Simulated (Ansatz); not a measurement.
# C5H12O: vertical ionisation energy

The task here is to estimate one member of a computed series from the others.

Method: unrestricted cation, the program's frozen cores in correlated methods; program: Ansatz 0.2.0, Gaussian basis.

Plan: UKS PBE-D4/def2-TZVPP; UKS r2SCAN-D4/def2-TZVPP; UKS PBE0-D4/def2-TZVPP; UKS B3LYP-D4/def2-TZVPP; UKS wB97X-V/def2-TZVPP; UKS wB97M-V/def2-TZVPP; UKS B2PLYP/def2-TZVPP; UHF-CCSD(T)/def2-TZVPP; UHF-MP2/def2-QZVPP; extrapolation to the limit; then −ε(HOMO) from the neutral's earlier runs with LDA (SPW92), PBE-D4, revPBE-D4, BLYP-D4, r2SCAN-D4, B97M-V, PBE0-D4, B3LYP-D4, r2SCANh-D4, r2SCAN0-D4, HSE06-D4, BHLYP-D4, CAM-B3LYP-D4, LC-ωPBE, ωB97X-V, ωB97M-V.

### Structure used throughout

An earlier PBE0-D4 in a triple-zeta def2 set relaxation fixed the geometry.

18 atoms, charge 0, spin multiplicity 1.

Atoms are counted from 1 here; the program's logs count them from 0.

Bond lengths: C1–C2 1.524 Å, C1–H7 1.094 Å, C1–H8 1.092 Å, C1–H9 1.093 Å, C2–C3 1.524 Å, C2–C4 1.526 Å, C2–C5 1.531 Å, C3–H10 1.094 Å, C3–H11 1.093 Å, C3–H12 1.094 Å, C4–H13 1.095 Å, C4–H14 1.094 Å, C4–H15 1.093 Å, C5–O6 1.411 Å, C5–H16 1.100 Å, C5–H17 1.094 Å, O6–H18 0.960 Å. Angles: C2–C1–H7 110.9°, C2–C1–H8 110.8°, C2–C1–H9 110.9°, H7–C1–H8 107.9°, H7–C1–H9 107.9°, H8–C1–H9 108.4°, C1–C2–C3 110.1°, C1–C2–C4 109.9°, C1–C2–C5 109.7°, C3–C2–C4 109.6°, C3–C2–C5 107.7°, C4–C2–C5 109.9°, C2–C3–H10 111.4°, C2–C3–H11 110.8°, C2–C3–H12 111.1°, H10–C3–H11 107.8°, H10–C3–H12 107.9°, H11–C3–H12 107.7° and more.

Geometry (Å):

```
C    -0.3417   -1.3841    0.6494
C     0.1380   -0.0833    0.0159
C     1.6317    0.0985    0.2603
C    -0.1355   -0.1047   -1.4851
C    -0.5859    1.1021    0.6597
O    -1.9897    1.0741    0.5231
H    -0.1025   -1.4098    1.7164
H    -1.4233   -1.4901    0.5462
H     0.1364   -2.2466    0.1770
H     2.0011    1.0211   -0.1971
H     2.1980   -0.7345   -0.1645
H     1.8537    0.1404    1.3305
H     0.1625    0.8373   -1.9567
H    -1.1941   -0.2794   -1.6989
H     0.4241   -0.9093   -1.9689
H    -0.1731    2.0381    0.2548
H    -0.3925    1.0999    1.7364
H    -2.2072    1.2305   -0.3988
```

The first run:

in.yaml reads:

```yaml
crystal:
  periodic: [false, false, false]
  atoms:
    - {symbol: C, position_ang: [-0.341712, -1.384150, 0.649448]}
    - {symbol: C, position_ang: [0.138037, -0.083255, 0.015936]}
    - {symbol: C, position_ang: [1.631694, 0.098452, 0.260304]}
    - {symbol: C, position_ang: [-0.135538, -0.104699, -1.485103]}
    - {symbol: C, position_ang: [-0.585912, 1.102083, 0.659703]}
    - {symbol: O, position_ang: [-1.989687, 1.074085, 0.523080]}
    - {symbol: H, position_ang: [-0.102474, -1.409817, 1.716368]}
    - {symbol: H, position_ang: [-1.423310, -1.490127, 0.546197]}
    - {symbol: H, position_ang: [0.136370, -2.246615, 0.177011]}
    - {symbol: H, position_ang: [2.001117, 1.021122, -0.197052]}
    - {symbol: H, position_ang: [2.197993, -0.734454, -0.164481]}
    - {symbol: H, position_ang: [1.853718, 0.140425, 1.330545]}
    - {symbol: H, position_ang: [0.162465, 0.837254, -1.956670]}
    - {symbol: H, position_ang: [-1.194080, -0.279407, -1.698869]}
    - {symbol: H, position_ang: [0.424103, -0.909334, -1.968869]}
    - {symbol: H, position_ang: [-0.173064, 2.038074, 0.254822]}
    - {symbol: H, position_ang: [-0.392502, 1.099901, 1.736394]}
    - {symbol: H, position_ang: [-2.207211, 1.230461, -0.398765]}
basis:
  gaussian: {orbitals: def2-TZVPP}
total_charge: 1
magnetization: {spin_polarized: true, initial_magnetization: 1}
hamiltonian: {xc: pbe, dispersion: d4}
```

Launch:

```console
> ansatz run in.yaml --threads 2 --pin off --events-out ev --progress --plain --max-ram 22528MiB --backend cuda --devices 0, --max-vram 18GiB
```

Steps of the session up to this table: Cation, UKS PBE-D4/def2-TZVPP; Cation, UKS r2SCAN-D4/def2-TZVPP; Cation, UKS PBE0-D4/def2-TZVPP; Cation, UKS B3LYP-D4/def2-TZVPP; Cation, UKS wB97X-V/def2-TZVPP; Cation, UKS wB97M-V/def2-TZVPP; Cation, UKS B2PLYP (frozen core)/def2-TZVPP; Cation, UHF-CCSD(T)/def2-TZVPP; Cation, UHF-MP2/def2-QZVPP.

One of the session's tables, all rows but one given; the rest of the session is left out.

It belongs to the step «Ionisation energies side by side». Orbital estimates, from the neutral's runs:

| functional | −ε(HOMO) (eV) |
| --- | --- |
| LDA (SPW92) | 6.28 |
| PBE-D4 | 6.12 |
| revPBE-D4 | 6.05 |
| BLYP-D4 | 6.04 |
| r2SCAN-D4 | 6.44 |
| B97M-V | 6.62 |
| PBE0-D4 | 7.70 |
| B3LYP-D4 | 7.48 |
| r2SCANh-D4 | 7.03 |
| r2SCAN0-D4 | 7.92 |
| HSE06-D4 | 7.29 |
| BHLYP-D4 | 9.23 |
| CAM-B3LYP-D4 | ? |
| LC-ωPBE | 10.49 |
| ωB97X-V | 10.18 |
| ωB97M-V | 10.11 |

**Question.** Estimate the row for CAM-B3LYP-D4.

As computed: −ε(HOMO) (eV): 9.18. In the column «−ε(HOMO) (eV)» it lies between r2SCAN0-D4 (7.92) and BHLYP-D4 (9.23).
